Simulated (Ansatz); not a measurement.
```yaml
crystal:
  periodic: [false, false, false]
  atoms:
    - {symbol: Zr, position_ang: [-0.115501, -0.202965, -0.008422]}
    - {symbol: O, position_ang: [1.743532, -0.153084, 0.030754]}
    - {symbol: O, position_ang: [-1.021974, 1.421047, 0.021862]}
    - {symbol: H, position_ang: [-1.000083, -1.757404, -0.072925]}
basis:
  gaussian: {orbitals: def2-TZVP}
magnetization: {spin_polarized: true, initial_magnetization: 3}
hamiltonian: {xc: pbe0}
relax: {f_tol: 0.004, max_steps: 80}
```

```sh
$ ansatz run in.yaml --threads 1 --pin off --events-out ev --progress --plain --max-ram 2176MiB
```

Steps of the relaxation (energy above the last step; positions in Å, forces in eV/Å):

```
4
step 1, 189.6 meV
Zr   -0.116   -0.203   -0.008   -0.473   -0.831   -0.034
O     1.744   -0.153    0.031    1.695    0.234    0.041
O    -1.022    1.421    0.022   -0.665    1.577    0.034
H    -1.000   -1.757   -0.073   -0.557   -0.980   -0.041
```

```
4
step 2, 29.0 meV
Zr   -0.115   -0.202   -0.008   -0.449   -0.789   -0.033
O     1.790   -0.074    0.034    0.244    0.101    0.008
O    -0.978    1.502    0.025   -0.038    0.262    0.007
H    -1.091   -1.918   -0.080    0.243    0.427    0.018
```

```
4
step 3, 2.0 meV
Zr   -0.137   -0.240   -0.010   -0.005   -0.009    0.000
O     1.777   -0.067    0.034    0.126   -0.012    0.002
O    -0.965    1.494    0.025   -0.075    0.102    0.002
H    -1.069   -1.879   -0.078   -0.046   -0.080   -0.003
```

```
4
step 4, 0.5 meV
Zr   -0.135   -0.236   -0.010   -0.015   -0.026   -0.001
O     1.784   -0.071    0.034    0.047   -0.012    0.001
O    -0.972    1.498    0.025   -0.035    0.034    0.000
H    -1.072   -1.883   -0.078    0.002    0.004    0.000
```

```
4
step 6, 0.0 meV
Zr   -0.132   -0.232   -0.010    0.001    0.001    0.000
O     1.793   -0.084    0.034   -0.001   -0.001    0.000
O    -0.988    1.499    0.025    0.000   -0.001    0.000
H    -1.067   -1.875   -0.078    0.000    0.000    0.000
```

Close pairs at the end: Zr1–H4 1.892 Å, Zr1–O3 1.931 Å, Zr1–O2 1.931 Å.

A stationary point of unrestricted PBE0 after 6 steps, with ⟨S²⟩ = 3.773 against 3.75 for a pure state; no frequencies were run, so it isn't proven a minimum. 46 s on 1 thread of Intel Xeon 6975P-C, shared host.
